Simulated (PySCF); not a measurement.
**Dipole moment and polarisability of `C=PCOC`**

Species: C3H7OP.
Structure used (GFN2-xTB), in Å, numbered top down from 1:
```xyz
12
C3H7OP angstrom
C      1.8206   -0.3999    0.9033
P      1.6639    0.6965   -0.3344
C      0.1466   -0.0227   -1.2224
O     -0.7891   -0.6255   -0.3767
C     -1.5415    0.2983    0.3660
H      1.1365   -1.2227    1.0395
H      2.6093   -0.2897    1.6275
H      0.5047   -0.8035   -1.9012
H     -0.3162    0.7729   -1.8258
H     -2.2130   -0.2802    0.9971
H     -0.8947    0.9245    0.9945
H     -2.1259    0.9512   -0.2935
```

Level: CAM-B3LYP/def2-SVPD (PySCF), static field, nuclei fixed, core orbitals frozen in the response. The polarisability tensor in these axes (au):

```
x   72.45 -0.02  4.91
y   -0.02 60.59 -7.15
z    4.91 -7.15 69.31
```

Q: What are the eigenvalues, a third of the trace, and Δα (Δα² = ½Σ(αi − αj)² over the three pairs)?

A: Principal values 56.20, 68.82 and 77.33 au; mean 67.45 au = 10.00 Å³ = 11.12 × 10⁻⁴⁰ C²·m²/J; Δα = 18.41 au (27 % of the mean).

Q: What is the dipole moment, and where does it point?

A: (-0.80, 0.37, 0.15) D, 0.89 D in size, pointing from the negative to the positive side. Measured along this direction, the outermost atoms are H7 at the negative end and H12 at the positive end.

Q: Molar refractivity from α?

A: Lorentz–Lorenz: R = (4π/3)N_A α = 2.5225 cm³/(mol·Å³) × 10.00 Å³ = 25.2 cm³/mol, in the limit of long wavelengths.

Q: Give the eigenvalues of the traceless quadrupole moment Θ = ½Σq(3rr − r²1), origin at the centre of nuclear charge.

A: -7.05, 2.73, 4.33 D·Å. The values depend on the origin, since the dipole doesn't vanish. The electronic extent ⟨r²⟩ about the same centre is 574 bohr², a root-mean-square distance of 1.83 Å for the 48 electrons.

Q: Find the Langevin capture rate constant for NO+ (29.998 u) meeting this molecule (90.023 u), k = 2.342 × 10⁻⁹ cm³/s × √(α in Å³ / reduced mass in u).

A: The reduced mass is 22.50 u, so k = 1.56 × 10⁻⁹ cm³/s. The formula leaves out the permanent dipole, which adds to the capture rate.

Q: What would n − 1 = 2πNα be for an ideal gas of these molecules at 400 K and 1 atm, electronic part alone?

A: N = p/kT = 1.8347 × 10¹⁹ cm⁻³, so n − 1 = 2π × N × 10.00 × 10⁻²⁴ cm³ = 1152 × 10⁻⁶ at long wavelengths.

One conformer (not necessarily the lowest) at the GFN2-xTB geometry, without solvent, vibrations or thermal averaging.
